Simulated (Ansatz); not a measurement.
Basis-set extrapolation for C$_{3}$H$_{3}$Cl (`C#CCCl`) (PBE0-D4/def2-TZVP geometry, frozen core, Ansatz). Multiplicity 1, RHF reference.

```tsv
	def2-TZVPP	def2-QZVPP
HF	-574.833643	-574.851313
MP2 correlation	-0.659238	-0.709091
CCSD(T) correlation	-0.723924	not run
```

Energies in hartree. Use E(X) = E(∞) + A·exp(−7.88·√X) for Hartree–Fock and E(X) = E(∞) + B·X^(−2.97) for correlation, with X = 3 and 4, and add CCSD(T) minus MP2 of the smaller set to the MP2 limit.

Task: What is the CCSD(T) energy at the basis-set limit?

Result: HF limit: -574.851313 + (-0.017670) × 0.13774 = -574.85375. MP2 limit: -0.709091 + (-0.049853) × 0.74074 = -0.74602. Higher-order term: -0.723924 − (-0.659238) = -0.06469. Total: -575.66446 hartree, 2.91 eV below CCSD(T)/def2-TZVPP.
